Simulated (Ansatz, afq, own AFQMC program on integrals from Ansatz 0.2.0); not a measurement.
**Where AFQMC and coupled cluster stand for CH$_{4}$Cl$_{2}$SSi, triplet**

```csv
atom,x (Å),y (Å),z (Å)
C,-1.1167,0.0392,1.0545
S,0.3237,1.1160,0.7476
Si,1.1775,0.1410,-0.9202
Cl,1.6866,-1.8086,-0.4751
Cl,-0.1444,0.0562,-2.5026
H,-1.7914,0.0357,0.1879
H,-0.7942,-0.9839,1.2903
H,-1.6399,0.4640,1.9208
H,2.3873,0.8939,-1.3202
```

Basis def2-SVP. Only valence electrons are correlated. Ansatz 0.2.0 and our own AFQMC program on the same integrals; the CISD trial comes from CCSD amplitudes, and released means the phaseless constraint is let go. Error bars are statistical, one sigma.

Determinant: UHF, the one that the program's search chose, which needn't be the lowest solution. The geometry is a PBE0/def2-SVP stationary point of this or a neighbouring charge and spin state.

No full CI on the walks' own integrals is used here. The released AFQMC energy serves as the reference, which it does only where one determinant dominates, the energy is flat over the last release times and near the phaseless one (40 meV or 2 meV an electron, half that with transition metals). On small molecules, where full CI could be run and the noise was under 10 meV, such values lay within 10 meV of it in 19 cases of 20, a flattering rate, since the rule was set on those same cases; what remains of the bias isn't in the error bar.

Cautions: another spin lies lower; the released value is read at 0.90 1/Eh with a noise of 28 meV, more than in the cases checked (meV from the phaseless value at times in 1/Eh: 2 ± 16 at 0.21, 1 ± 15 at 0.42, -32 ± 16 at 0.63, -32 ± 28 at 0.90).

* T1 diagnostic: 0.0185
* weight of the determinant in the CISD state: 0.756
* ⟨S²⟩ of the determinant: 2.023
* size of the correlated space: 32 electrons in 85 orbitals

```csv
level,correlation energy (eV)
MP2,-16.9150
CCSD,-18.6588
CCSD(T),-19.1898
```

Question: Estimate where AFQMC with the constraint released lies against CCSD(T) on the same integrals.

Answer: 9.4 ± 2.7 kJ/mol below CCSD(T).

Reference: AFQMC with the constraint released, correlation energy -19.287 ± 0.028 eV.

```
        level  E − E(reference) (kJ/mol)  share of correlation (%)
      CCSD(T)                  9.4 ± 2.7                     99.50
ph-AFQMC/CISD                  3.1 ± 3.1                     99.83
```

Released energies are given only where the last usable release times agree within the noise; a slower fall can still hide under it.
